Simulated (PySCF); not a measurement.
Method used: core-valence-separated Tamm–Dancoff BHandHLYP/aug-pcX-1 (pcseg-1 on H) in PySCF, non-relativistic, gas phase, PBE0-D3(BJ)/def2-SVP geometry. BHandHLYP without relativity tends to put these K edges a few eV too low, so spacings mean more than positions.

Main lines of an unknown, eV (oscillator strength): C K: 283.9 (0.063), 284.0 (0.062), 285.9 (0.084), 286.1 (0.044), 286.4 (0.014); N K: 397.2 (0.064), 397.4 (0.061). Listed: the first five lines at most of each edge with a tenth or more of its strongest line's intensity; roots within 0.03 eV on the same or equivalent atoms are summed. Only the lowest roots were sought, and the top ones are left out.

Question: Which candidate gives them?
A. `[H]/N=C\C(=C)C#C`
B. `N#C[C@H]1[C@H]2C[C@@H]12`

Answer: B. 

- `N#C[C@H]1[C@H]2C[C@@H]12`: C K: 283.9 (0.063), 284.0 (0.062), 285.9 (0.084), 286.1 (0.044), 286.4 (0.014); N K: 397.2 (0.064), 397.4 (0.061). First C line listed at 283.9 eV, hole on the nitrile carbon (1s→π*); first N line listed at 397.2 eV, hole on the nitrile nitrogen (1s→π*).
- `[H]/N=C\C(=C)C#C`: C K: 281.9 (0.061), 283.0 (0.095), 283.1 (0.063), 283.4 (0.034), 283.6 (0.101); N K: 395.7 (0.058), 400.3 (0.017). First C line listed at 281.9 eV, hole on the terminal =CH2 carbon (1s→π*); first N line listed at 395.7 eV, hole on the imine nitrogen (1s→π*).

One conformer each; other structures than these candidates weren't tested.
